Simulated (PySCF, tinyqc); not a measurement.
LCCD on RHF in the sto-3g basis, frozen core, for LiH, spin multiplicity 1, step by step. The lowest restricted solution is unstable here: a spin-polarised one lies 0.0019 hartree lower (PySCF). Computed by tinyqc, a small Python program that keeps every step (integrals from PySCF). Settings: charge = 0, multiplicity = 1, basis = sto-3g, method = RHF, frozen orbitals = 1, energy threshold = 1e-10, iteration cap = 76, orthogonalisation = symmetric, start = core, DIIS depth = 6, amplitude equations = LCCD, DIIS depth for amplitudes = 0, cap on updates = 67. Command: `OMP_NUM_THREADS=1 python tinyqc.py 28617 28618 out.jsonl` (the two numbers bound the seeds that draw the settings). One thread of a shared host (Intel(R) Xeon(R) Processor @ 2.60GHz), about 0.09 s of CPU time with the checks. The early iterations of the SCF are left out here.

## One-electron integrals

Geometry (angstrom):
```
atom         x         y         z
Li    0.000000  0.000000  0.000000
H     0.000000  0.000000  2.130000
```

Basis sto-3g: exponents (1/bohr^2) and contraction coefficients of normalised primitives:
```
element  l (shell)   exponent  coefficient
Li           s (1)  16.119575     0.154329
Li           s (1)   2.936201     0.535328
Li           s (1)   0.794651     0.444635
Li           s (2)   0.636290    -0.099967
Li           s (2)   0.147860     0.399513
Li           s (2)   0.048089     0.700115
Li           p (3)   0.636290     0.155916
Li           p (3)   0.147860     0.607684
Li           p (3)   0.048089     0.391957
H            s (1)   3.425251     0.154329
H            s (1)   0.623914     0.535328
H            s (1)   0.168855     0.444635
```

Overlap, kinetic and nuclear-attraction integrals over the contracted functions; the nuclear repulsion is the sum of Za Zb / Rab.

nuclear repulsion = 0.74532002 hartree

overlap S, lower triangle:
```
           1Li 1s    1Li 2s   1Li 2px   1Li 2py   1Li 2pz     2H 1s
1Li 1s   1.000000
1Li 2s   0.241137  1.000000
1Li 2px  0.000000  0.000000  1.000000
1Li 2py  0.000000  0.000000  0.000000  1.000000
1Li 2pz  0.000000  0.000000  0.000000  0.000000  1.000000
2H 1s    0.020483  0.269864  0.000000  0.000000  0.388593  1.000000
```

kinetic energy T (hartree), lower triangle:
```
            1Li 1s    1Li 2s   1Li 2px   1Li 2py   1Li 2pz     2H 1s
1Li 1s    3.576786
1Li 2s   -0.020237  0.102163
1Li 2px   0.000000  0.000000  0.319682
1Li 2py   0.000000  0.000000  0.000000  0.319682
1Li 2pz   0.000000  0.000000  0.000000  0.000000  0.319682
2H 1s    -0.007686  0.014206  0.000000  0.000000  0.058034  0.760032
```

nuclear attraction V (hartree), lower triangle:
```
            1Li 1s     1Li 2s    1Li 2px    1Li 2py    1Li 2pz      2H 1s
1Li 1s   -8.231321
1Li 2s   -1.024251  -1.444543
1Li 2px   0.000000   0.000000  -1.411594
1Li 2py   0.000000   0.000000   0.000000  -1.411594
1Li 2pz  -0.009088  -0.091653   0.000000   0.000000  -1.481598
2H 1s    -0.083637  -0.430473   0.000000   0.000000  -0.626621  -1.971795
```

core Hamiltonian H = T + V (hartree), lower triangle:
```
            1Li 1s     1Li 2s    1Li 2px    1Li 2py    1Li 2pz      2H 1s
1Li 1s   -4.654535
1Li 2s   -1.044489  -1.342380
1Li 2px   0.000000   0.000000  -1.091912
1Li 2py   0.000000   0.000000   0.000000  -1.091912
1Li 2pz  -0.009088  -0.091653   0.000000   0.000000  -1.161917
2H 1s    -0.091323  -0.416266   0.000000   0.000000  -0.568587  -1.211763
```

## Two-electron integrals

Functions are numbered as in S; the eight-fold symmetry (ij|kl) = (ji|kl) = (kl|ij) leaves the list below.

Two-electron integrals (ij|kl) in chemists' order, unique and non-zero (hartree):
```
(11|11) 1.680395   (21|11) 0.265420   (21|21) 0.049941   (22|11) 0.397727
(22|21) 0.092860   (22|22) 0.290562   (31|31) 0.008981   (32|31) 0.013788
(32|32) 0.064184   (33|11) 0.396640   (33|21) 0.092880   (33|22) 0.290497
(33|33) 0.312946   (41|41) 0.008981   (42|41) 0.013788   (42|42) 0.064184
(43|43) 0.016869   (44|11) 0.396640   (44|21) 0.092880   (44|22) 0.290497
(44|33) 0.279207   (44|44) 0.312946   (51|51) 0.008981   (52|51) 0.013788
(52|52) 0.064184   (53|53) 0.016869   (54|54) 0.016869   (55|11) 0.396640
(55|21) 0.092880   (55|22) 0.290497   (55|33) 0.279207   (55|44) 0.279207
(55|55) 0.312946   (61|11) 0.021471   (61|21) 0.004084   (61|22) 0.007816
(61|33) 0.007722   (61|44) 0.007722   (61|51) 0.000530   (61|52) 0.001034
(61|55) 0.008010   (61|61) 0.000371   (62|11) 0.083159   (62|21) 0.019807
(62|22) 0.070071   (62|33) 0.066008   (62|44) 0.066008   (62|51) 0.003064
(62|52) 0.022048   (62|55) 0.078134   (62|61) 0.001972   (62|62) 0.033182
(63|31) 0.001196   (63|32) 0.006443   (63|53) 0.002972   (63|63) 0.001780
(64|41) 0.001196   (64|42) 0.006443   (64|54) 0.002972   (64|64) 0.001780
(65|11) 0.113442   (65|21) 0.027192   (65|22) 0.098831   (65|33) 0.092032
(65|44) 0.092032   (65|51) 0.004709   (65|52) 0.034039   (65|55) 0.112337
(65|61) 0.002769   (65|62) 0.050220   (65|65) 0.076495   (66|11) 0.248360
(66|21) 0.059854   (66|22) 0.233622   (66|33) 0.213904   (66|44) 0.213904
(66|51) 0.009014   (66|52) 0.084922   (66|55) 0.272949   (66|61) 0.006025
(66|62) 0.145247   (66|65) 0.225891   (66|66) 0.774606
```

## Orthogonalisation

S = U s U^T; symmetric (Loewdin) form X = U s^(-1/2) U^T, so that X^T S X = 1.

eigenvalues of S: 0.509650  0.804897  1.000000  1.000000  1.182471  1.502982

X, lower triangle:
```
            1Li 1s     1Li 2s   1Li 2px   1Li 2py    1Li 2pz     2H 1s
1Li 1s    1.023441
1Li 2s   -0.129728   1.057583
1Li 2px   0.000000   0.000000  1.000000
1Li 2py   0.000000   0.000000  0.000000  1.000000
1Li 2pz  -0.006362   0.048681  0.000000  0.000000   1.068095
2H 1s     0.018207  -0.162072  0.000000  0.000000  -0.227692  1.101567
```

## Iteration 8 (converged): orbitals

converged F (hartree), lower triangle:
```
            1Li 1s     1Li 2s   1Li 2px   1Li 2py    1Li 2pz      2H 1s
1Li 1s   -2.363101
1Li 2s   -0.642506  -0.209866
1Li 2px   0.000000   0.000000  0.160823
1Li 2py   0.000000   0.000000  0.000000  0.160823
1Li 2pz   0.014135  -0.065321  0.000000  0.000000   0.053634
2H 1s    -0.056605  -0.200114  0.000000  0.000000  -0.195385  -0.081762
```

Diagonalise F' = X^T F X, C = X C', fill 2 alpha and 2 beta electrons from the bottom; D = 2 C_occ C_occ^T. Each column has its largest component positive (the first on a tie).

F' = X^T F X (hartree), lower triangle:
```
           1          2         3         4          5         6
1  -2.309543
2  -0.360825  -0.037822
3   0.000000   0.000000  0.160823
4   0.000000   0.000000  0.000000  0.160823
5   0.011695   0.003517  0.000000  0.000000   0.149074
6   0.020323  -0.201470  0.000000  0.000000  -0.237011  0.063320
```

orbital energies (hartree): MO1 -2.365574, MO2 -0.238919, MO3 0.071289, MO4 0.160823, MO5 0.160823, MO6 0.398233

coefficients C:
```
               MO1        MO2        MO3       MO4        MO5        MO6
1Li 1s    0.991474  -0.149397  -0.215173  0.000000   0.000000   0.113985
1Li 2s    0.033309   0.497975   0.799011  0.000000   0.000000  -0.525778
1Li 2px   0.000000   0.000000   0.000000  0.830680  -0.556750   0.000000
1Li 2py   0.000000   0.000000   0.000000  0.556750   0.830680   0.000000
1Li 2pz  -0.004463   0.326487  -0.591906  0.000000   0.000000  -0.859136
2H 1s    -0.001439   0.593656  -0.200744  0.000000   0.000000   0.948243
```

D after iteration 8, lower triangle:
```
            1Li 1s    1Li 2s   1Li 2px   1Li 2py   1Li 2pz     2H 1s
1Li 1s    2.010681
1Li 2s   -0.082742  0.498176
1Li 2px   0.000000  0.000000  0.000000
1Li 2py   0.000000  0.000000  0.000000  0.000000
1Li 2pz  -0.106402  0.324868  0.000000  0.000000  0.213228
2H 1s    -0.180234  0.591156  0.000000  0.000000  0.387655  0.704860
```

Within a degenerate level the vectors are fixed only up to a rotation; this is one choice.

## Convergence

Stop when the energy changes by less than 1e-10 hartree and every element of the error matrix X^T (F D S - S D F) X is below 3e-06.

Course of the cycle:
```
iteration  E (hartree)     change  largest element of the error matrix
1          -7.78775168          -                             1.77e-01
2          -7.81505661  -2.73e-02                             1.99e-02
3          -7.81600677  -9.50e-04                             6.38e-03
4          -7.81623738  -2.31e-04                             2.77e-03
5          -7.81629340  -5.60e-05                             7.97e-05
6          -7.81629341  -1.11e-08                             2.14e-05
7          -7.81629341  -9.48e-10                             1.99e-06
8          -7.81629341  -1.10e-11                             1.05e-09
```

PySCF RHF in the same basis = -7.81629341 hartree

Converged in 8 iterations.

## Integrals over molecular orbitals

(pq|rs) = sum C_ip C_jq C_kr C_ls (ij|kl), one index at a time.

one-electron integrals over orbitals h = C^T H C (hartree), lower triangle:
```
           1          2          3          4          5          6
1  -4.645607
2   0.095738  -1.311513
3   0.161764   0.014895  -1.094364
4   0.000000   0.000000   0.000000  -1.091912
5   0.000000   0.000000   0.000000   0.000000  -1.091912
6  -0.052245   0.040709   0.020395   0.000000   0.000000  -1.012845
```

Two-electron integrals over orbitals (pq|rs), unique and non-zero (hartree); the lowest 1 orbital is frozen and left out:
```
(22|22) 0.451825    (32|22) -0.059317   (32|32) 0.021260    (33|22) 0.213221
(33|32) 0.014388    (33|33) 0.328766    (42|42) 0.021240    (43|42) 0.020287
(43|43) 0.041376    (44|22) 0.245551    (44|32) 0.013434    (44|33) 0.279690
(44|44) 0.312946    (52|52) 0.021240    (53|52) 0.020287    (53|53) 0.041376
(54|54) 0.016869    (55|22) 0.245551    (55|32) 0.013434    (55|33) 0.279690
(55|44) 0.279207    (55|55) 0.312946    (62|22) 0.108277    (62|32) -0.044219
(62|33) -0.018577   (62|44) -0.036602   (62|55) -0.036602   (62|62) 0.130531
(63|22) -0.057742   (63|32) 0.017305    (63|33) 0.036666    (63|44) 0.007911
(63|55) 0.007911    (63|62) -0.039178   (63|63) 0.031089    (64|42) -0.018475
(64|43) -0.011994   (64|64) 0.019250    (65|52) -0.018475   (65|53) -0.011994
(65|65) 0.019250    (66|22) 0.423637    (66|32) -0.049133   (66|33) 0.238705
(66|44) 0.258647    (66|55) 0.258647    (66|62) 0.099024    (66|63) -0.046503
(66|66) 0.419588
```

## LCCD: starting amplitudes

t_ij^ab = <ij||ab> / (e_i + e_j - e_a - e_b), whose energy is MP2.

Starting amplitudes (spin orbitals 1a, 1b, ...; amplitudes related by a flip of all spins are not repeated):
```
from      to          t
2a 2b  6a 6b  -0.102433
2a 2b  3a 6b   0.046675
2a 2b  3a 3b  -0.034267
2a 2b  5a 5b  -0.026568
2a 2b  4a 4b  -0.026568
```

correlation energy = -0.01935558 hartree

## LCCD: amplitude update 1

t_ij^ab D_ij^ab are set to the remaining terms of the spin-orbital equations, evaluated with the old amplitudes; for the doubles these are <ij||ab> + 1/2 <ab||ef> t_ij^ef + 1/2 <mn||ij> t_mn^ab + P(ij)P(ab) <mb||ej> t_im^ae, D the orbital-energy denominators (linear CCD).

Amplitudes after update 1 (spin orbitals 1a, 1b, ...; amplitudes related by a flip of all spins are not repeated):
```
from      to          t
2a 2b  6a 6b  -0.147790
2a 2b  3a 6b   0.072307
2a 2b  3a 3b  -0.043475
2a 2b  5a 5b  -0.026181
2a 2b  4a 4b  -0.026181
```

correlation energy = -0.02772212 hartree

## LCCD: amplitude update 2

As before.

Amplitudes after update 2 (spin orbitals 1a, 1b, ...; amplitudes related by a flip of all spins are not repeated):
```
from      to          t
2a 2b  6a 6b  -0.168579
2a 2b  3a 6b   0.085382
2a 2b  3a 3b  -0.050614
2a 2b  5a 5b  -0.023766
2a 2b  4a 4b  -0.023766
```

correlation energy = -0.03164130 hartree

## LCCD: convergence

E_corr = 1/4 sum <ij||ab> t_ij^ab; stop when the norm of the change is below 1e-8.

Course of the amplitude iterations:
```
update  correlation energy (hartree)  norm of the change
0                        -0.01935558                   -
1                        -0.02772212            1.18e-01
2                        -0.03164130            5.79e-02
3                        -0.03352015            2.91e-02
4                        -0.03443576            1.48e-02
5                        -0.03488666            7.60e-03
6                        -0.03511050            3.92e-03
7                        -0.03522236            2.04e-03
8                        -0.03527860            1.06e-03
9                        -0.03530702            5.53e-04
10                       -0.03532144            2.89e-04
11                       -0.03532880            1.51e-04
12                       -0.03533256            7.93e-05
13                       -0.03533450            4.15e-05
14                       -0.03533549            2.18e-05
15                       -0.03533601            1.14e-05
16                       -0.03533627            5.98e-06
17                       -0.03533641            3.14e-06
18                       -0.03533648            1.64e-06
19                       -0.03533652            8.62e-07
20                       -0.03533654            4.52e-07
21                       -0.03533655            2.37e-07
22                       -0.03533655            1.24e-07
23                       -0.03533656            6.51e-08
24                       -0.03533656            3.41e-08
25                       -0.03533656            1.79e-08
26                       -0.03533656            9.38e-09
```

Converged amplitudes (spin orbitals 1a, 1b, ...; amplitudes related by a flip of all spins are not repeated):
```
from      to          t
2a 2b  6a 6b  -0.186545
2a 2b  3a 6b   0.100245
2a 2b  3a 3b  -0.060025
2a 2b  5a 5b  -0.019896
2a 2b  4a 4b  -0.019896
```

LCCD total energy = -7.85162997 hartree

Converged in 26 updates.
